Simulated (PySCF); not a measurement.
**Highest orbital energy against ionisation energy along group 16**

Calculated with PySCF 2.14, no spin-orbit coupling. Each cell gives −ε(HOMO) / ΔSCF in eV; NIST values include spin-orbit coupling, (s) semi-empirical, (t) theoretical.

```
                                                                              species              UHF             LDA             PBE            PBE0          r2SCAN  NIST (lowest levels)
 O (x2c-QZVPPall with one added diffuse shell each of s, p, d, f type, spin-free X2C)  14.187 / 12.015  7.437 / 13.990  7.589 / 14.047  9.473 / 13.834  7.910 / 13.698                13.618
 S (x2c-QZVPPall with one added diffuse shell each of s, p, d, f type, spin-free X2C)   10.311 / 9.221  6.155 / 10.553  6.146 / 10.413  7.407 / 10.387  6.414 / 10.374                10.360
Se (x2c-QZVPPall with one added diffuse shell each of s, p, d, f type, spin-free X2C)    9.458 / 8.543   5.812 / 9.893   5.712 / 9.642   6.865 / 9.626   5.989 / 9.676                 9.752
Te (x2c-QZVPPall with one added diffuse shell each of s, p, d, f type, spin-free X2C)    8.500 / 7.733   5.413 / 9.016   5.280 / 8.742   6.296 / 8.738   5.511 / 8.749                 9.010
```

Question: How far is −ε(HOMO) from ΔSCF on average for each method, and why?

Answer: UHF 1.24 eV; LDA -4.66 eV; PBE -4.53 eV; PBE0 -3.14 eV; r2SCAN -4.17 eV. Hartree-Fock orbital energies lack relaxation and so exceed the ΔSCF value; semilocal functionals have convex E(N) from self-interaction, so their HOMO lies far too high; exact exchange moves hybrids part of the way back.
